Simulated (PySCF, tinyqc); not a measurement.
Worked calculation: RKS/BP86 in the sto-3g basis, for CH+, spin multiplicity 1. The lowest restricted solution is unstable here: a spin-polarised one lies 0.0046 hartree lower (PySCF). One step of it, computed by the program tinyqc.

Problem. Orthogonalisation. S = U s U^T; symmetric (Loewdin) form X = U s^(-1/2) U^T, so that X^T S X = 1.

overlap S:
```
,1C 1s,1C 2s,1C 2px,1C 2py,1C 2pz,2H 1s
1C 1s,1.000000,0.248362,0.000000,0.000000,0.000000,0.010015
1C 2s,0.248362,1.000000,0.000000,0.000000,0.000000,0.151908
1C 2px,0.000000,0.000000,1.000000,0.000000,0.000000,0.000000
1C 2py,0.000000,0.000000,0.000000,1.000000,0.000000,0.000000
1C 2pz,0.000000,0.000000,0.000000,0.000000,1.000000,0.184326
2H 1s,0.010015,0.151908,0.000000,0.000000,0.184326,1.000000
```

Give: eigenvalues of S; X.

Solution.

eigenvalues of S: 0.693  0.848  1.000  1.000  1.142  1.317

X:
```
,1C 1s,1C 2s,1C 2px,1C 2py,1C 2pz,2H 1s
1C 1s,1.024,-0.131,0.000,0.000,-0.002,0.010
1C 2s,-0.131,1.034,0.000,0.000,0.011,-0.081
1C 2px,0.000,0.000,1.000,0.000,0.000,0.000
1C 2py,0.000,0.000,0.000,1.000,0.000,0.000
1C 2pz,-0.002,0.011,0.000,0.000,1.013,-0.096
2H 1s,0.010,-0.081,0.000,0.000,-0.096,1.023
```
